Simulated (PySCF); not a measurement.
## Assignment exercise: C3H8O

Cartesian coordinates in Å; atom numbers follow the order of the lines, from 1:
```xyz
12

C    -1.523    0.009    0.098
C    -0.146    0.097   -0.545
C     0.963   -0.242    0.452
O     2.248   -0.196   -0.121
H    -1.707   -0.997    0.468
H    -1.599    0.702    0.935
H    -2.296    0.258   -0.625
H    -0.083   -0.592   -1.389
H     0.016    1.110   -0.927
H     0.903    0.438    1.316
H     0.843   -1.266    0.814
H     2.383    0.679   -0.503
```

- shieldings: GIAO PBE0/pcSseg-1
- geometry: GFN2-xTB
- program: PySCF
- no solvent, non-relativistic, rapidly exchanging positions averaged, single conformer

Referencing at the same level of theory: 13C (186.93 ppm) and 1H (31.72 ppm) vs TMS.

(1) Assign these signals to the numbered atoms. 13C{1H} NMR (computed): δ 70.8, 32.7, 11.5.

(2) Assign these signals to the numbered atoms. 1H NMR (300 MHz, computed): δ 3.78 (t, 2H), 1.51 (m, 2H), 0.92 (t, 3H), -0.01 (br s, 1H).

## Answers

(1) 
| δ (ppm) | atoms | environment | reason |
| --- | --- | --- | --- |
| 70.8 | C3 | sp3 CH2 bonded to O | pulled downfield by the heteroatom |
| 32.7 | C2 | sp3 CH2 | a saturated carbon with 2 carbon neighbours and no heteroatom attached |
| 11.5 | C1 | methyl carbon | aliphatic region, no heteroatom directly attached |

(2) 
3.78 → H10/H11, hydrogen on an sp3 CH2 bonded to O: its carbon carries O, which withdraws density
1.51 → H8/H9, hydrogen on an sp3 CH2
0.92 → H5/H6/H7, hydrogen on a methyl carbon: far from electronegative atoms and π systems
-0.01 → H12, hydrogen on an alcohol oxygen: exchangeable, gas-phase position

OH and NH positions are those of a molecule without intermolecular hydrogen bonds; in solution they move with solvent, concentration and temperature, and exchange usually removes their couplings. Shifts are as computed. Against solution values, carbons near 30 ppm lie about +3 ppm off and those near 130 ppm about +5 ppm. Of 246 compounds with measured shifts, 49 miss one by over three times the rms of a fit or turn the order of signals round; such compounds aren't used in these exercises. No couplings were computed; multiplicities are counted from neighbouring protons, with m where these are inequivalent, close in shift, in a saturated or five-membered ring or joined by F or P, and br s for small geminal =CH2 splittings.
